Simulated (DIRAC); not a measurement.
# SiF+: CAM-B3LYP/dyall-v3z (sfX2C, uncontracted yes)

Aim: the energy change on altering one bond length of SiF+ at CAM-B3LYP/dyall-v3z (sfX2C, uncontracted yes), from 2 runs. 

The calculation is run with DIRAC 26.1 (patched).

21 further runs of the same task are left out: 21 set aside as unsound or not needed.

**1. The structure to begin with**

SiF+ has 2 atoms, charge +1, and is taken as a singlet. Geometry: optimised at HF/X2C-1eSO.

Bond lengths: Si1–F2 1.551 Å.

**2. A single-point energy at CAM-B3LYP/dyall-v3z (sfX2C, uncontracted yes)**

mol.mol reads:

```
DIRAC
FSi

C   2  1           A
       14.    1
Si        0.00000000      0.00000000      0.00000000
LARGE BASIS dyall.v3z
        9.    1
F         0.00000000      0.00000000      1.55108468
LARGE BASIS dyall.v3z
FINISH
```

job.inp reads:

```
**DIRAC
.WAVE FUNCTION
.PROPERTIES
**HAMILTONIAN
.X2C
.SPINFREE
.DFT
CAMB3LYP
**INTEGRALS
*READIN
.UNCONTRACT
**WAVE FUNCTION
.SCF
**PROPERTIES
.DIPOLE
*END OF
```

Run with:

```
$ pam --inp=job.inp --mol=mol.mol --noarch --mw=122 --aw=276
```

What it wrote:

```text
[...]
   for large components
[...]
 Ordinary (field-free non-relativistic) Hamiltonian integrals not calculated.
[...]
Full group is:  C(oo,v)
Represented as: C2v
[...]
 * Kohn-Sham calculation using the xc functional: Camb3lyp
[...]
   Total charge of atoms =  23
[...]
 * Number of fermion irreps: 1
[...]
It.    1    -178.4369668270      0.00D+00  0.00D+00  0.00D+00               0.02360800s   Atom. scrpot
[...]
It.   13    -389.7891779283      8.20D-11  1.50D-07  1.07D-08   DIIS   9    0.36400000s   LL
[...]
* Convergence after   13 iterations.
[...]
                                   TOTAL ENERGY
                                   ------------
   Charge of molecule : 1
   Electronic energy                        :    -432.77608211751351
   Other contributions to the total energy
   Nuclear repulsion energy                 :      42.98690418923098
[...]
   Total energy                             :    -389.78917792828253
[...]
  * Closed shell, f = 1.0000
    -66.7424641355  ( 2)       -25.0794205000  ( 2)        -5.7741619688  ( 2)        -4.1026742256  ( 2)        -1.5832506087  ( 2)
     -0.9098861668  ( 2)        -0.7093541521  ( 2)
  * Virtual eigenvalues, f = 0.0000
     -0.2024621372  ( 2)        -0.0794606720  ( 2)        -0.0046590860  ( 2)         0.0025368430  ( 2)         0.1189171380  ( 2)
[...]
  * Closed shell, f = 1.0000
     -4.1081462581  ( 2)        -0.8166430031  ( 2)
  * Virtual eigenvalues, f = 0.0000
     -0.3225319017  ( 2)        -0.0415226293  ( 2)         0.0645638332  ( 2)         0.2444764623  ( 2)         0.5589064714  ( 2)
      0.6889150308  ( 2)         0.7279061730  ( 2)         0.8950617989  ( 2)         1.5020095344  ( 2)         2.2586301999  ( 2)
[...]
  * Closed shell, f = 1.0000
     -4.1081462581  ( 2)        -0.8166430031  ( 2)
  * Virtual eigenvalues, f = 0.0000
     -0.3225319017  ( 2)        -0.0415226293  ( 2)         0.0645638332  ( 2)         0.2444764623  ( 2)         0.5589064714  ( 2)
      0.6889150308  ( 2)         0.7279061730  ( 2)         0.8950617989  ( 2)         1.5020095344  ( 2)         2.2586301999  ( 2)
[...]
* HOMO - LUMO gap:
    E(LUMO) :    -0.32253190 au (symmetry B1 )
  - E(HOMO) :    -0.70935415 au (symmetry A1 )
  ------------------------------------------
    gap     :     0.38682225 au
[...]
* Dipole moment:
          Electronic               Nuclear                  Total
          contribution             contribution             contribution
----------------------------------------------------------------------------
x         0.00000000 Debye         0.00000000 Debye         0.00000000 Debye
y         0.00000000 Debye         0.00000000 Debye         0.00000000 Debye
z        -1.35728649 Debye        -2.24975370 Debye        -3.60704019 Debye
----------------------------------------------------------------------------
[...]
```

It took 5.7 s on 1 thread of Intel Xeon 6975P-C (Granite Rapids), shared host; peak memory 0.074 GiB.

**3. The distorted shape, same level**

mol.mol reads:

```
DIRAC
FSi

C   2  1           A
       14.    1
Si        0.00000000      0.00000000      0.15480000
LARGE BASIS dyall.v3z
        9.    1
F         0.00000000      0.00000000      1.54800000
LARGE BASIS dyall.v3z
FINISH
```

run.inp reads:

```
! Kramers-restricted calculation
**DIRAC
.TITLE
 FSi, sfX2C
.WAVE FUNCTION
.PROPERTIES
**HAMILTONIAN
.X2C
.SPINFREE
.DFT
CAMB3LYP
**INTEGRALS
*READIN
.UNCONTRACT
**WAVE FUNCTION
.SCF
**PROPERTIES
.DIPOLE
*END OF INPUT
```

Run with:

```
$ pam --inp=run.inp --mol=mol.mol --noarch --mw=122 --aw=276
```

What it wrote:

```text
[...]
   for large components
[...]
 Ordinary (field-free non-relativistic) Hamiltonian integrals not calculated.
[...]
Full group is:  C(oo,v)
Represented as: C2v
[...]
 * Kohn-Sham calculation using the xc functional: Camb3lyp
[...]
   Total charge of atoms =  23
[...]
 * Number of fermion irreps: 1
[...]
It.    1    -174.7947865908      0.00D+00  0.00D+00  0.00D+00               0.02307698s   Atom. scrpot
[...]
It.   12    -389.7632464289      8.54D-11  2.15D-07  7.25D-08   DIIS   9    0.39100000s   LL
[...]
* Convergence after   12 iterations.
[...]
                                   TOTAL ENERGY
                                   ------------
   Charge of molecule : 1
   Electronic energy                        :    -437.62165048325915
   Other contributions to the total energy
   Nuclear repulsion energy                 :      47.85840405436692
[...]
   Total energy                             :    -389.76324642889222
[...]
  * Closed shell, f = 1.0000
    -66.7126110669  ( 2)       -25.1097542507  ( 2)        -5.7541894935  ( 2)        -4.0842876037  ( 2)        -1.6537004569  ( 2)
     -0.9459136293  ( 2)        -0.6993317434  ( 2)
  * Virtual eigenvalues, f = 0.0000
     -0.1870380671  ( 2)        -0.0723018931  ( 2)        -0.0019874231  ( 2)         0.0095443933  ( 2)         0.1299709756  ( 2)
[...]
  * Closed shell, f = 1.0000
     -4.0868158784  ( 2)        -0.8755063698  ( 2)
  * Virtual eigenvalues, f = 0.0000
     -0.3051211534  ( 2)        -0.0393841182  ( 2)         0.0861557236  ( 2)         0.2353015558  ( 2)         0.5638690521  ( 2)
      0.7125874266  ( 2)         0.7332565580  ( 2)         0.9379384434  ( 2)         1.4721677880  ( 2)         2.3716598811  ( 2)
[...]
  * Closed shell, f = 1.0000
     -4.0868158784  ( 2)        -0.8755063698  ( 2)
  * Virtual eigenvalues, f = 0.0000
     -0.3051211534  ( 2)        -0.0393841182  ( 2)         0.0861557236  ( 2)         0.2353015558  ( 2)         0.5638690521  ( 2)
      0.7125874266  ( 2)         0.7332565579  ( 2)         0.9379384434  ( 2)         1.4721677880  ( 2)         2.3716598811  ( 2)
[...]
* HOMO - LUMO gap:
    E(LUMO) :    -0.30512115 au (symmetry B1 )
  - E(HOMO) :    -0.69933174 au (symmetry A1 )
  ------------------------------------------
    gap     :     0.39421059 au
[...]
* Dipole moment:
          Electronic               Nuclear                  Total
          contribution             contribution             contribution
----------------------------------------------------------------------------
x         0.00000000 Debye         0.00000000 Debye         0.00000000 Debye
y         0.00000000 Debye         0.00000000 Debye         0.00000000 Debye
z        -0.64805318 Debye        -2.02075160 Debye        -2.66880479 Debye
----------------------------------------------------------------------------
[...]
```

Run time: 5.4 s. Hardware: 1 thread of Intel Xeon 6975P-C (Granite Rapids), shared host; peak memory 0.074 GiB.

**4. Results**

Level: CAM-B3LYP/dyall-v3z (sfX2C, uncontracted yes).

| quantity | value |
| --- | --- |
| first shape: total energy | -389.78918 Eh |
| first shape: HOMO energy | -19.30 eV |
| first shape: LUMO energy | -8.78 eV |
| first shape: HOMO–LUMO gap | 10.53 eV |
| distorted shape: total energy | -389.76325 Eh |
| distorted shape: HOMO energy | -19.03 eV |
| distorted shape: LUMO energy | -8.30 eV |
| distorted shape: HOMO–LUMO gap | 10.73 eV |
| energy change with the Si1–F2 bond shortened from 1.551 to 1.393 Å | 0.706 eV |

**Reading.** With the Si1–F2 bond shortened from 1.551 to 1.393 Å the energy rises by 0.71 eV (68.1 kJ/mol). The first shape isn't relaxed at this level, so the change isn't measured from a minimum.
